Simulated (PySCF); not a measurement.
# SiCl⁻: a composite coupled-cluster calculation

State: ³Σ⁻, triplet, unpaired electrons π ↑↑. De refers to Si + Cl⁻. ROHF-based CCSD(T) in PySCF 2.14 with Si aug-cc-pV(D+d)Z, Cl aug-cc-pV(D+d)Z and Si aug-cc-pV(T+d)Z, Cl aug-cc-pV(T+d)Z (frozen core orbitals: 10; no relativity). Correlation energies are extrapolated as n⁻³ (n = 2, 3), Hartree–Fock as (n+1)·exp(−9√n). SR is the spin-free X2C energy in Si cc-pVTZ-DK, Cl cc-pVTZ-DK less the non-relativistic one in Si cc-pVTZ, Cl cc-pVTZ.

```
         Level  Re (Å)  ωe (cm⁻¹)  ωexe (cm⁻¹)  αe (cm⁻¹)  De (eV)
    CCSD(T)/DZ  2.3103      332.7         2.13    0.00180    1.745
    CCSD(T)/TZ  2.2554      360.9         2.31    0.00187    1.980
        HF/CBS  2.2816      334.7         2.75    0.00213    1.556
       MP2/CBS  2.2306      377.8         2.33    0.00185    2.103
      CCSD/CBS  2.2443      367.1         2.44    0.00191    1.957
   CCSD(T)/CBS  2.2449      367.6         2.33    0.00187    2.047
CCSD(T)/CBS+SR  2.2456      366.6         2.32    0.00187    2.042
```

**Question.** How much is left between CCSD(T)/TZ and the basis-set limit, and how much do the triples give at the limit?

**Answer.** CCSD(T)/CBS less CCSD(T)/TZ: -10.5 mÅ in Re, +6.7 cm⁻¹ in ωe and +0.067 eV in De. CCSD(T)/CBS less CCSD/CBS: +0.6 mÅ in Re, +0.5 cm⁻¹ in ωe and +0.090 eV in De.

**Question.** What do the later terms add?

**Answer.** SR: +0.7 mÅ in Re, -1.0 cm⁻¹ in ωe and -0.005 eV in De, each against the row above.

The T1 diagnostic is 0.018. The state was picked by a PBE0 search and need not be the measured ground state. Spin–orbit coupling, excitations beyond (T) and corrections to the Born–Oppenheimer picture are left out.

The whole job (state search and all basis sets along the bond) took about 6.7 min on 4 threads of Intel Xeon Platinum 8175M @ 2.50GHz (shared host), peak memory 6 GiB.
